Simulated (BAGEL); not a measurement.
**UHF/3-21G (density fitting with cc-pvqz-jkfit) run of [CF2]+ (SMILES F[C+]F)**

Aim: the vertical doublet–quartet gap of [CF2]+ at UHF/3-21G (density fitting with cc-pvqz-jkfit), from 2 runs. 

The results are computed with BAGEL 1.2.2.

3 further runs of the same task are left out: 3 set aside as unsound or not needed.

### Step 1. The system as given

The species is [CF2]+ (3 atoms), meant as a doublet with charge +1. SMILES: `F[C+]F`. The shape is that of a PBE0-D4/def2-TZVP optimisation.

Bond lengths: F1–C2 1.214 Å, C2–F3 1.214 Å. Angles: F1–C2–F3 124.6°.

### Step 2. A single-point energy at UHF/3-21G (density fitting with cc-pvqz-jkfit)

input.json reads:

```json
{ "bagel": [

{
  "title": "molecule",
  "basis": "3-21g",
  "df_basis": "cc-pvqz-jkfit",
  "angstrom": "true",
  "geometry": [
    { "atom": "F", "xyz": [       0.379110,       0.972980,       0.316190 ] },
    { "atom": "C", "xyz": [       0.275710,      -0.221360,       0.127270 ] },
    { "atom": "F", "xyz": [      -0.654830,      -0.751620,      -0.443470 ] }
  ]
},

{ "title": "uhf", "charge": 1, "nopen": 1 },

{ "title": "print", "file": "orbitals.molden", "orbitals": "true" }

]}
```

The run is started by

```
$ BAGEL_NUM_THREADS=1 BAGEL input.json > input.out
```

The log of the run:

```text
* using 1 threads per process

  ===============================================================
  ===============================================================

  *** Geometry ***

  { "atom" : "F", "xyz" : [      0.716414,      1.838666,      0.597513 ] },
  { "atom" : "C", "xyz" : [      0.521016,     -0.418310,      0.240505 ] },
  { "atom" : "F", "xyz" : [     -1.237449,     -1.420356,     -0.838037 ] },

  Number of auxiliary basis functions:      318

  Since a DF basis is specified, we compute 2- and 3-index integrals:
    o Being stored without compression. Storage requirement is 0.002 GB

  Number of basis functions:       27
  Number of electrons      :       24

    * METHOD: MOLECULE                             0.07

  *** Open-shell HF ***

  === Nuclear Repulsion ===
    67.0332566934

      * DIIS with orbital gradients will be used.

  === UHF iteration (3-21g) ===
      0       -234.83247922          0.08501331           0.01
      1       -234.93372519          0.05721243           0.01
      2       -234.95821278          0.03720512           0.01
      3       -234.97298857          0.00237200           0.01
      4       -234.97361320          0.00086978           0.01
      5       -234.97374109          0.00020364           0.01
      6       -234.97376299          0.00007959           0.01
      7       -234.97376611          0.00002977           0.01
      8       -234.97376643          0.00000450           0.01
      9       -234.97376645          0.00000265           0.01
     10       -234.97376645          0.00000060           0.01
     11       -234.97376645          0.00000024           0.01
     12       -234.97376645          0.00000006           0.01
     13       -234.97376645          0.00000002           0.01
     14       -234.97376645          0.00000001           0.01
     15       -234.97376645          0.00000001           0.01
    * SCF iteration converged.

    * S^2 (UHF) is 0.7562

    * Permanent dipole moment:
           (   -0.496979,     0.399010,    -0.229413) a.u.

    * METHOD: UHF                                  0.23

    * METHOD: PRINT                                0.00

  ===============================================================
```

It took 0.79 s on 1 thread of AMD EPYC 7R43 (Zen 3), shared host; peak memory 0.15 GiB.

### Step 3. The quartet, same level

job.json reads:

```json
{ "bagel" : [

{
  "title" : "molecule",
  "basis" : "3-21g",
  "df_basis" : "cc-pvqz-jkfit",
  "angstrom" : "true",
  "geometry" : [
    { "atom" : "F", "xyz" : [       0.379110,       0.972980,       0.316190 ] },
    { "atom" : "C", "xyz" : [       0.275710,      -0.221360,       0.127270 ] },
    { "atom" : "F", "xyz" : [      -0.654830,      -0.751620,      -0.443470 ] }
  ]
},

{
  "title" : "uhf",
  "charge" : 1,
  "nopen" : 3
},

{
  "title" : "print",
  "file" : "orbitals.molden",
  "orbitals" : "true"
}

]}
```

The run is started by

```
$ BAGEL_NUM_THREADS=1 BAGEL job.json > job.out
```

The log of the run:

```text
* using 1 threads per process

  ===============================================================
  ===============================================================

  *** Geometry ***

  { "atom" : "F", "xyz" : [      0.716414,      1.838666,      0.597513 ] },
  { "atom" : "C", "xyz" : [      0.521016,     -0.418310,      0.240505 ] },
  { "atom" : "F", "xyz" : [     -1.237449,     -1.420356,     -0.838037 ] },

  Number of auxiliary basis functions:      318

  Since a DF basis is specified, we compute 2- and 3-index integrals:
    o Being stored without compression. Storage requirement is 0.002 GB

  Number of basis functions:       27
  Number of electrons      :       24

    * METHOD: MOLECULE                             0.05

  *** Open-shell HF ***

  === Nuclear Repulsion ===
    67.0332566934

      * DIIS with orbital gradients will be used.

  === UHF iteration (3-21g) ===
      0       -234.58827598          0.04570915           0.01
      1       -234.67668521          0.01339730           0.01
      2       -234.68487004          0.00501694           0.01
      3       -234.68629855          0.00252966           0.01
      4       -234.68672934          0.00061229           0.01
      5       -234.68677881          0.00036247           0.01
      6       -234.68680113          0.00022196           0.01
      7       -234.68681076          0.00009493           0.01
      8       -234.68681321          0.00003618           0.01
      9       -234.68681371          0.00001032           0.01
     10       -234.68681373          0.00000458           0.01
     11       -234.68681373          0.00000232           0.01
     12       -234.68681373          0.00000290           0.01
     13       -234.68681373          0.00000259           0.01
     14       -234.68681373          0.00000124           0.01
     15       -234.68681373          0.00000052           0.02
     16       -234.68681373          0.00000034           0.02
     17       -234.68681373          0.00000023           0.01
     18       -234.68681373          0.00000018           0.01
     19       -234.68681373          0.00000005           0.01
     20       -234.68681373          0.00000002           0.01
     21       -234.68681373          0.00000001           0.01
    * SCF iteration converged.

    * S^2 (UHF) is 3.7798

    * Permanent dipole moment:
           (   -0.129619,     0.104090,    -0.059831) a.u.

    * METHOD: UHF                                  0.31

    * METHOD: PRINT                                0.00

  ===============================================================
```

Run time: 0.91 s. Hardware: 1 thread of AMD EPYC 7R43 (Zen 3), shared host; peak memory 0.15 GiB.

### Step 4. What came out

At UHF/3-21G (density fitting with cc-pvqz-jkfit):

| quantity | value |
| --- | --- |
| doublet: total energy | -234.97377 Eh |
| doublet: ⟨S²⟩ | 0.756 |
| quartet: total energy | -234.68681 Eh |
| quartet: ⟨S²⟩ | 3.780 |
| vertical energy of the quartet above the doublet | 7.808 eV |

At this shape the quartet lies 7.81 eV (753 kJ/mol) above the doublet.
